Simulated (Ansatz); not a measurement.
Reaction (substitution at a C–C bond): `C=CC#CCF` + CH₃NH₂ → `CNC#CCF` + `C=C`

Program: Ansatz. Geometries: PBE0-D4/def2-TZVP. ΔE: electronic, gas phase. CBS: MP2 limit from def2 TZ/QZ plus the TZ coupled-cluster correction, frozen cores. This one scheme is used for every species. Functionals use def2-TZVPP.

`C=CC#CCF`:

```xyz
11

C    -1.744    1.813   -0.458
C    -1.180    0.711   -0.950
C    -0.166   -0.032   -0.297
C     0.698   -0.690    0.226
C     1.735   -1.459    0.882
F     2.097   -2.564    0.136
H    -1.451    2.220    0.502
H    -2.516    2.332   -1.012
H    -1.496    0.326   -1.916
H     2.631   -0.846    1.028
H     1.391   -1.811    1.859
```

CH₃NH₂:

```xyz
7

C    -0.413   -0.328    0.212
N     0.393    0.679   -0.456
H     0.152   -1.093    0.765
H    -1.035   -0.842   -0.525
H    -1.091    0.159    0.916
H     1.022    0.249   -1.123
H     0.970    1.175    0.211
```

`CNC#CCF`:

```xyz
12

C    -0.061   -2.011   -1.104
N    -0.787   -0.755   -1.038
C    -0.387    0.190   -0.195
C    -0.036    1.018    0.611
C     0.376    2.014    1.565
F     1.558    2.655    1.199
H    -0.626   -2.715   -1.717
H     0.027   -2.424   -0.100
H     0.945   -1.897   -1.524
H    -1.167   -0.426   -1.912
H     0.547    1.562    2.546
H    -0.390    2.789    1.668
```

`C=C`:

```xyz
6

C     0.152   -0.503   -0.401
C    -0.152    0.503    0.401
H    -0.506   -0.809   -1.207
H     1.073   -1.065   -0.285
H     0.506    0.809    1.207
H    -1.073    1.065    0.285
```

| level | ΔE (eV) |
| --- | --- |
| PBE-D4 | 0.30 |
| B2PLYP | 0.34 |
| SCS-MP2/def2-TZVPP | 0.41 |
| CCSD/def2-TZVPP | 0.37 |

**Question.** What does CCSD(T)/CBS give? (An estimate is asked.)

**Answer.** Computed: +0.39 eV. The listed levels differ from it by -0.09, -0.05, 0.02, -0.02 eV.

Largest T1 diagnostic among the species: 0.012.

In def2-TZVPP, CCSD(T) changes the Hartree–Fock value by +0.08 eV (the triples alone add +0.01 eV) and MP2 by +0.11 eV.
